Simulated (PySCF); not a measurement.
Below is a simulated gas-phase S 2p photoelectron spectrum of `CS(C)(=O)=O`.

Every computed line was given a Gaussian of 0.6 eV full width at half maximum and an area set by the number of equivalent atoms (split 2:1 within a doublet); the highest printed point is 100. Computed, not measured: delta-SCF UKS SCAN, pcX-2 on the ionised atom, pcseg-1 elsewhere, spin-free X2C (PySCF).

binding energy (eV), intensity and a bar:
```
    173.1          0 
    173.2          1 
    173.3          3 #
    173.4          8 ##
    173.5         19 ######
    173.6         36 ###########
    173.7         58 #################
    173.8         81 ########################
    173.9         97 #############################
    174.0        100 ##############################
    174.1         88 ##########################
    174.2         67 ####################
    174.3         43 #############
    174.4         24 #######
    174.5         13 ####
    174.6          8 ##
    174.7          9 ###
    174.8         15 #####
    174.9         26 ########
    175.0         37 ###########
    175.1         47 ##############
    175.2         50 ###############
    175.3         47 ##############
    175.4         37 ###########
    175.5         25 #######
    175.6         14 ####
    175.7          7 ##
    175.8          3 #
    175.9          1 
    176.0          0
```

Question: Count the maxima, the lines and the sites behind this envelope.

Answer: The curve has 2 maxima (at 174.0 and 175.2 eV). Under it lie 2 lines from 1 inequivalent sulfur site, drawn as a 2p3/2, 2p1/2 pair.

Question: Decompose the envelope and assign each component. Numbering: `[CH3:1][S:2]([CH3:3])(=[O:4])=[O:5]`.

Answer: 
| position (eV) | relative area | line | atoms | environment |
| --- | --- | --- | --- | --- |
| 173.97 | 0.67 | S 2p3/2 | S2 | sulfonyl sulfur |
| 175.20 | 0.33 | S 2p1/2 | S2 | sulfonyl sulfur |

Question: What are the centre and the root-mean-square width of the whole band?

Answer: The area-weighted mean of the lines is 174.38 eV. Their own spread about it is 0.58 eV (rms) and each Gaussian has σ = 0.6/2.355 = 0.25 eV; the variances add, which gives 0.63 eV.

No satellites, vibrations or lifetime broadening are included. The 2p values add to the ΔSCF energy of one spin-free hole a correction within the shell (spin–orbit coupling, ligand field). 2p1/2 minus 2p3/2 (ligand field included): S 1.23 eV. Isolated species at its GFN2-xTB geometry, gas phase.
